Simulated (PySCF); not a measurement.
Species: C5H8.
Cartesian coordinates in Å at the GFN2-xTB level; atoms count from 1:
```
atom  x, y, z in Å
C1     2.6874   -0.4543   -0.2681
C2     1.5324   -0.0905    0.1899
C3     0.3694    0.2547    0.6462
C4    -0.9202   -0.4269    0.2812
C5    -1.8842    0.5501   -0.3886
H6     3.3008   -1.1789    0.2445
H7     3.0934   -0.0423   -1.1788
H8     0.2822    1.0954    1.3238
H9    -0.7148   -1.2630   -0.3895
H10   -1.3813   -0.8246    1.1904
H11   -2.1053    1.3849    0.2737
H12   -1.4460    0.9439   -1.3033
H13   -2.8183    0.0519   -0.6391
```

Computed with PBE0/pcSseg-1 in PySCF (dipole) on a GFN2-xTB geometry, gas phase.

Masses are those of the commonest isotopes; rigid-rotor values at the optimised geometry. The values belong to one conformer with, in the numbering `[CH2:1]=[C:2]=[CH:3][CH2:4][CH3:5]`, C2–C3–C4–C5 -120°.

(1) Give the principal moments of inertia and the rotational constants in GHz.

(2) Classify the top.

(3) What does the inertial defect say?

(4) Where do the levels up to J = 2 lie, in MHz?

(5) Predict some low-J microwave lines.

(6) Estimate the classical rotational partition function at 25 K, 50 K and 100 K.

Results:

(1) Ia = 28.24, Ib = 218.07, Ic = 221.45 u·Å²; 505379 MHz·u·Å²/I gives 17896, 2317 and 2282 MHz, that is A = 17.896, B = 2.3175, C = 2.2822 GHz.

(2) A near-prolate asymmetric top: κ = (2 × 2317 − 17896 − 2282)/(17896 − 2282) = -1.00.

(3) Not planar: Δ = Ic − Ia − Ib = -24.87 u·Å². For a rigid frame Δ = −2 Σ m c², so Σ m c² = 12.43 u·Å² lies off the ab plane: 6.53 from hydrogen and 5.90 from heavier atoms. The atom farthest from that plane is 1.43 Å away.

(4) Above 0(0,0):
J = 1: 1(0,1) 4600, 1(1,1) 20178, 1(1,0) 20214
J = 2: 2(0,2) 13799, 2(1,2) 29342, 2(1,1) 29448, 2(2,1) 76184, 2(2,0) 76184
Those of J = 1 are B + C, A + C and A + B.

(5) The dipole components are |μa| = 0.43 D, |μb| = 0.00 D, |μc| = 0.12 D. Intensities carry the squares of the components, which stand as 1.00 : 0.00 : 0.07 (a : b : c). Some lines, for components of 0.1 D or more:

```csv
type,branch,"J(Ka,Kc)",MHz,lower level (cm⁻¹)
a,R,"1(0,1) ← 0(0,0)",4600,0.000
a,R,"2(1,2) ← 1(1,1)",9164,0.673
a,R,"2(0,2) ← 1(0,1)",9199,0.153
a,R,"2(1,1) ← 1(1,0)",9235,0.674
a,R,"3(1,3) ← 2(1,2)",13746,0.979
a,R,"3(0,3) ← 2(0,2)",13799,0.460
a,R,"3(2,2) ← 2(2,1)",13799,2.541
a,R,"3(2,1) ← 2(2,0)",13799,2.541
a,R,"3(1,2) ← 2(1,1)",13852,0.982
c,Q,"3(1,3) ← 3(0,3)",15491,0.921
c,Q,"2(1,2) ← 2(0,2)",15543,0.460
c,Q,"1(1,1) ← 1(0,1)",15579,0.153
c,R,"1(1,0) ← 0(0,0)",20214,0.000
c,R,"2(1,1) ← 1(0,1)",24849,0.153
c,R,"3(1,2) ← 2(0,2)",29501,0.460
c,Q,"3(2,2) ← 3(1,2)",46683,1.444
c,Q,"2(2,1) ← 2(1,1)",46736,0.982
c,R,"2(2,0) ← 1(1,0)",55970,0.674
c,R,"2(2,1) ← 1(1,1)",56006,0.673
c,R,"3(2,1) ← 2(1,1)",60535,0.982
c,R,"3(2,2) ← 2(1,2)",60641,0.979
c,Q,"3(3,1) ← 3(2,1)",77981,3.002
c,R,"3(3,0) ← 2(2,0)",91780,2.541
c,R,"3(3,1) ← 2(2,1)",91780,2.541
```

(6) Point group C1, symmetry number σ = 1; q = (√π/σ)·√((kT/h)³/(ABC)), k/h = 20836.6 MHz/K: 2170 at 25 K, 6130 at 50 K, 17300 at 100 K.

Not checked by GFN2-xTB frequencies. Constants of a rigid frame at the computed geometry: no zero-point averaging, no centrifugal distortion. A rigid rotor knows nothing of internal rotation, which can split or shift real lines.
